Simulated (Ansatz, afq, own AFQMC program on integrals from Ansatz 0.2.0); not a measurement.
# CH2Al, doublet: AFQMC among the cluster methods

```yaml
atoms:
  - { symbol: Al, position_ang: [0.0000, 0.0000, 0.7050] }
  - { symbol: C, position_ang: [0.0000, 0.0000, -1.2658] }
  - { symbol: H, position_ang: [0.0000, -0.8961, -1.8941] }
  - { symbol: H, position_ang: [0.0000, 0.8961, -1.8941] }
```

Connectivity, by distances: Al–CH2.

Basis cc-pVDZ. Noble-gas cores (and the filled d shells of Ga–Kr and In–Xe) are frozen. Integrals, coupled cluster, full CI and functionals: Ansatz 0.2.0; the random walks run on the same integrals in our own AFQMC program. The CISD trial takes its coefficients from CCSD amplitudes. Released means that phaseless walkers are propagated on without the constraint, phases kept. Free AFQMC starts from the CCSD state and is never constrained. Its projection time is finite, and what remains of the start isn't in its error. Error bars are statistical, one sigma.

Determinant: UHF, the one that the program's search chose, which needn't be the lowest solution. The geometry is a point of a scan.

No full CI on the walks' own integrals is used here; CCSDT(Q) serves as the reference and is uncertain by about the last step of the cluster series.

Cautions: the determinant is a saddle point among determinants of its kind.

The T1 diagnostic is 0.0140. The weight of the determinant in the CISD state is 0.878 and the ⟨S²⟩ of the determinant is 0.760. The size of the correlated space is 9 electrons in 36 orbitals.

Reference: CCSDT(Q), correlation energy -5.477 eV. The released energy is read at 2.40 1/Eh (meV from the phaseless value at times in 1/Eh: 5 ± 9 at 0.24, -4 ± 9 at 0.51, -17 ± 9 at 0.99, -13 ± 14 at 1.62, -6 ± 12 at 2.40).

```
         level  E − E(reference) (kcal/mol)  share of correlation (%)
            HF                       126.31                      0.00
           MP2                        24.77                     80.39
          CCSD                         3.79                     97.00
       CCSD(T)                         0.73                     99.42
         CCSDT                         0.19                     99.85
 ph-AFQMC/CISD                 -0.01 ± 0.25                    100.01
released AFQMC                 -0.14 ± 0.28                    100.11
    free AFQMC                 -0.30 ± 0.40                    100.24
```

Free projections are given only where their last times agree within the noise and don't stop above the reference; a slow remainder of the start can still hide under it. A walk keeps the symmetry of its determinant, which the program's search chose and which needn't be the lowest solution, so a lower state of the same spin and another symmetry isn't excluded. Released energies are given only where the last usable release times agree within the noise; a slower fall can still hide under it.
